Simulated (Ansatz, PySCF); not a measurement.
propyne (C₃H₄), SMILES C#CC. Atoms are numbered in the order given.

```xyz
7

C     -1.2188    -0.1284    -0.1676
C      0.2230     0.0223     0.0251
C      1.4045     0.1458     0.1830
H     -1.4353    -1.0166    -0.7650
H     -1.6300     0.7417    -0.6838
H     -1.7261    -0.2290     0.7942
H      2.4548     0.2556     0.3233
```
Charge 0, spin multiplicity 1.

Geometry optimised at ωB97X-D3(BJ)/def2-TZVP.

Two levels are set side by side: PBE-D3(BJ)/def2-TZVP (Ansatz, an electronic-structure program) and ωB97X-D3(BJ)/def2-TZVP (PySCF). Each level has its own optimised geometry; the coordinates shown are those of the second. Frequencies come from the Hessian of PySCF at each geometry. Differences are taken from unrounded values.

```json
[
 {"quantity": "mean bond length (Å)", "ωB97X-D3(BJ)": "1.167"},
 {"quantity": "bond C1–C2 (Å)", "ωB97X-D3(BJ)": "1.462"},
 {"quantity": "bond C2–C3 (Å)", "ωB97X-D3(BJ)": "1.198"},
 {"quantity": "bond C1–H4 (Å)", "ωB97X-D3(BJ)": "1.092"},
 {"quantity": "bond C1–H5 (Å)", "ωB97X-D3(BJ)": "1.092"},
 {"quantity": "bond C1–H6 (Å)", "ωB97X-D3(BJ)": "1.092"},
 {"quantity": "bond C3–H7 (Å)", "ωB97X-D3(BJ)": "1.065"},
 {"quantity": "highest harmonic wavenumber (cm⁻¹)", "ωB97X-D3(BJ)": "3482"},
 {"quantity": "mean harmonic wavenumber (cm⁻¹)", "ωB97X-D3(BJ)": "1647"},
 {"quantity": "zero-point energy (kcal/mol)", "ωB97X-D3(BJ)": "35.33"}
]
```

**Question.** What does PBE-D3(BJ) give, and how far is it from ωB97X-D3(BJ)? (An estimate is asked for; the answer gives what the named calculation found.)

**Answer.** 
```json
[
 {"quantity": "mean bond length (Å)", "PBE-D3(BJ)": "1.173", "PBE-D3(BJ) minus ωB97X-D3(BJ)": "0.006"},
 {"quantity": "bond C1–C2 (Å)", "PBE-D3(BJ)": "1.453", "PBE-D3(BJ) minus ωB97X-D3(BJ)": "-0.009"},
 {"quantity": "bond C2–C3 (Å)", "PBE-D3(BJ)": "1.211", "PBE-D3(BJ) minus ωB97X-D3(BJ)": "0.013"},
 {"quantity": "bond C1–H4 (Å)", "PBE-D3(BJ)": "1.100", "PBE-D3(BJ) minus ωB97X-D3(BJ)": "0.008"},
 {"quantity": "bond C1–H5 (Å)", "PBE-D3(BJ)": "1.100", "PBE-D3(BJ) minus ωB97X-D3(BJ)": "0.008"},
 {"quantity": "bond C1–H6 (Å)", "PBE-D3(BJ)": "1.100", "PBE-D3(BJ) minus ωB97X-D3(BJ)": "0.008"},
 {"quantity": "bond C3–H7 (Å)", "PBE-D3(BJ)": "1.070", "PBE-D3(BJ) minus ωB97X-D3(BJ)": "0.005"},
 {"quantity": "highest harmonic wavenumber (cm⁻¹)", "PBE-D3(BJ)": "3404", "PBE-D3(BJ) minus ωB97X-D3(BJ)": "-78"},
 {"quantity": "mean harmonic wavenumber (cm⁻¹)", "PBE-D3(BJ)": "1576", "PBE-D3(BJ) minus ωB97X-D3(BJ)": "-71"},
 {"quantity": "zero-point energy (kcal/mol)", "PBE-D3(BJ)": "33.80", "PBE-D3(BJ) minus ωB97X-D3(BJ)": "-1.52"}
]
```

Exact exchange shortens and stiffens bonds; PBE has none. Differences between two approximate levels are no errors against the true value.
